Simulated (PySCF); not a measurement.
3,3,3-trifluoroprop-1-yne, C₃HF₃

Molfile (atoms numbered from 1):
```
C3HF3
     RDKit          3D

  7  6  0  0  0  0  0  0  0  0999 V2000
    1.5820   -0.2102   -0.7075 C   0  0  0  0  0  0  0  0  0  0  0  0
    0.4980   -0.0667   -0.2242 C   0  0  0  0  0  0  0  0  0  0  0  0
   -0.8276    0.1109    0.3648 C   0  0  0  0  0  0  0  0  0  0  0  0
   -1.7668   -0.4913   -0.3682 F   0  0  0  0  0  0  0  0  0  0  0  0
   -0.8818   -0.4043    1.5953 F   0  0  0  0  0  0  0  0  0  0  0  0
   -1.1473    1.4042    0.4511 F   0  0  0  0  0  0  0  0  0  0  0  0
    2.5476   -0.3382   -1.1394 H   0  0  0  0  0  0  0  0  0  0  0  0
  1  2  3  0
  2  3  1  0
  3  4  1  0
  3  5  1  0
  3  6  1  0
  1  7  1  0
M  END
```

Method: quadratic response CAM-B3LYP/aug-cc-pVTZ first hyperpolarisability, Taylor convention, gas phase (PySCF 2.14.0). Geometry: PBE0-D3(BJ)/def2-TZVP.

Question: Give the tensor of the second harmonic β(−2ω;ω,ω) at 1064 nm in the axes of these coordinates.

Answer: In au, Taylor convention; rows are the first index (the induced dipole):
|  | xx | yy | zz | xy | xz | yz |
| --- | --- | --- | --- | --- | --- | --- |
| x | -54.1 | -26.4 | -22.0 | -1.2 | -0.6 | -1.2 |
| y | -1.1 | +18.0 | -3.1 | -25.8 | -1.2 | +10.5 |
| z | -0.4 | +10.8 | +35.1 | -1.2 | -21.5 | -3.2 |

Norm of βᵢ = ⅓ Σⱼ (βᵢⱼⱼ + βⱼᵢⱼ + βⱼⱼᵢ): 112.2 au, hyper-Rayleigh value 41.9 au.
